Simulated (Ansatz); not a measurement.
System: rutile SnO2. Method: PBE+SOC in Ansatz (plane waves, PAW).

The input as run:

Ansatz 0.2 input:
```yaml
crystal:
  lattice:
    - [4.7950846413, 0.0, 0.0]
    - [0.0, 4.7950846413, 0.0]
    - [0.0, 0.0, 3.215860985]
  atoms:
    - { symbol: Sn, position: [0.0, 0.0, 0.0] }
    - { symbol: Sn, position: [0.5, 0.5, 0.5] }
    - { symbol: O, position: [0.3065912238, 0.3065912238, 0.0] }
    - { symbol: O, position: [0.8065912238, 0.1934087762, 0.5] }
    - { symbol: O, position: [0.1934087762, 0.8065912238, 0.5] }
    - { symbol: O, position: [0.6934087762, 0.6934087762, 0.0] }
basis:
  ecutwfc: 520
  ecutrho_ratio: 4
  xc_grid: 2
kpoints:
  mp_grid: { grid: [8, 8, 10] }
hamiltonian:
  xc: pbe
  dispersion: none
  pseudopotentials: { kind: paw }
scf:
  occupations: { method: fermi_dirac, width: 0.01 }
output:
  forces: true
  stress: true
  eigenvalues: true
magnetization:
  noncollinear: true
  spin_orbit: true
relax:
  f_tol: 0.004
  escape_saddle: false
  max_steps: 80
  cell: { stress_tol: 0.02, fix: [volume] }
```

Output (set-up and result lines):

```
Relaxation: its limit of steps is 80 (relax.max_steps)
Crystal: 6 atoms, lattice volume = 73.942 Å³
Basis set: ecut = 520 eV, 1947 PW (Γ), exchange–correlation on 72×72×48 points (8 copies of the dense FFT grid, shifted against one another)
Bands: 64, of which v1, the nominal top of the filled ones, is band 52 counted from 1 (51 counted from 0)
Symmetry: 16 space group operations + 16 with time reversal
k-points: 90 of 640
Initial density: superposition of atomic densities (chi_scale 0.1, normalization cell, long waves kept (reshape's long-wave potential 0.00 eV rms))
Functional: x = pbe(κ = 0.804, μ = 0.2195149727645171), c = pbe(β = 0.06672455060314922)
spin=Noncollinear: Resta preconditioning applied to the charge; magnetization (m_x, m_y, m_z) channels mix plain (no charge-response kernel on spin).
SCF 1 converged in 8 iterations: F = -14322.245963 eV  dr2 = 5.95e-9
Crystal: 6 atoms, lattice volume = 73.942 Å³
Initial density: handed on by an earlier stage of this run
spin=Noncollinear: Resta preconditioning applied to the charge; magnetization (m_x, m_y, m_z) channels mix plain (no charge-response kernel on spin).
SCF 2 converged in 4 iterations: F = -14322.246915 eV  dr2 = 5.78e-8
Crystal: 6 atoms, lattice volume = 73.942 Å³
spin=Noncollinear: Resta preconditioning applied to the charge; magnetization (m_x, m_y, m_z) channels mix plain (no charge-response kernel on spin).
SCF 3 converged in 4 iterations: F = -14322.247227 eV  dr2 = 1.43e-7
Crystal: 6 atoms, lattice volume = 73.942 Å³
spin=Noncollinear: Resta preconditioning applied to the charge; magnetization (m_x, m_y, m_z) channels mix plain (no charge-response kernel on spin).
SCF 4 converged in 4 iterations: F = -14322.247273 eV  dr2 = 1.29e-8
Crystal: 6 atoms, lattice volume = 73.942 Å³
spin=Noncollinear: Resta preconditioning applied to the charge; magnetization (m_x, m_y, m_z) channels mix plain (no charge-response kernel on spin).
SCF 5 converged in 5 iterations: F = -14322.247275 eV  dr2 = 3.43e-12
SCF converged after 5 iterations
Free energy (F): -14322.247275 eV
Internal energy: -14322.247275 eV  (E = F + TS)
E sigma→0 (E₀):  -14322.247275 eV
Fermi energy:    9.479111 eV
--- Forces (eV/Å), atoms counted from 1 ---
  atom   1  Sn    -0.00000000    -0.00000000     0.00000000
  atom   2  Sn     0.00000000     0.00000000     0.00000000
  atom   3  O     -0.00010985    -0.00010985     0.00000000
  atom   4  O     -0.00010985     0.00010985     0.00000000
  atom   5  O      0.00010985    -0.00010985     0.00000000
  atom   6  O      0.00010985     0.00010985     0.00000000
--- Stress (GPa, compression-positive) ---
        3.582710      -0.000000       0.000000
       -0.000000       3.582710       0.000000
        0.000000       0.000000       3.577073
  P = ⅓ Tr σ = 3.5808 GPa (35.808 kbar)
```

The cell is one volume of an energy–volume scan, off the minimum.

Ansatz is a quantum-chemistry and plane-wave program.
